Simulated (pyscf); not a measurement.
One insertion on the singlet surface with elements of a group swapped. ωB97M-D3(BJ)/def2-TZVP, eV, from the separated reactants. Optimised with ωB97X-D3(BJ)/def2-SVP in PySCF.

```
step                                             barrier  reaction energy  imaginary mode (i cm⁻¹)
-----------------------------------------------  -------  ---------------  -----------------------
`[SiH][Cl]` [singlet] + `[H][H]` → `[SiH3][Cl]`     0.70            -2.15                     1310
`[F][SiH]` [singlet] + `[H][H]` → `[F][SiH3]`        [?]              [?]                     1316
```

Complete the blanks.


- `[F][SiH]` [singlet] + `[H][H]` → `[F][SiH3]`, barrier: 0.81
- `[F][SiH]` [singlet] + `[H][H]` → `[F][SiH3]`, reaction energy: -2.20

Each row is the saddle that its search found.
